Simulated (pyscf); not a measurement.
germane (GeH₄) + hydrogen fluoride (HF) → F–GeH₃ + hydrogen (H₂), a four-centre exchange (singlet surface; Ge–H, F–H broken, F–Ge, H–H formed). Structures and frequencies: ωB97X-D3(BJ)/def2-SVP in PySCF. Energies in eV from the separated reactants.

Small-basis levels: PySCF, no dispersion term, spherical d functions. AM1 to PM7: differences of heats of formation from MOPAC, which are fitted to 298 K values and so differ in kind from electronic energies by zero-point and thermal terms. 

| level | barrier | reaction energy |
|---|---|---|
| HF/STO-3G | 3.46 | -0.21 |
| SVWN5/6-31G*+LANL2DZ | 0.83 | -0.60 |
| BP86/6-31G*+LANL2DZ | 1.29 | -0.67 |
| PBE/6-31G*+LANL2DZ | 1.21 | -0.66 |
| B3LYP/LANL2DZ | ___ | -0.56 |
| M06-2X/6-31G*+LANL2DZ | ___ | -0.72 |
| B3LYP/6-311+G**+LANL2DZ | 1.79 | -0.18 |
| B3LYP/def2-SVP | 1.45 | -0.48 |
| PM3 | 3.28 | -0.98 |
| ωB97M-D3(BJ)/def2-TZVP | ___ | -0.38 |

### Question
Some entries are withheld; supply them.

### Answer

- B3LYP/LANL2DZ, barrier: 1.60
- M06-2X/6-31G*+LANL2DZ, barrier: 1.61
- ωB97M-D3(BJ)/def2-TZVP, barrier: 1.67

Against the last row the barrier runs from -0.84 (SVWN5/6-31G*+LANL2DZ) to +1.80 eV (HF/STO-3G). ωB97M-D3(BJ)/def2-TZVP has limits of its own. One saddle was located; it need not be the lowest between these sides. In the def2 sets elements up to Kr have no core potential.
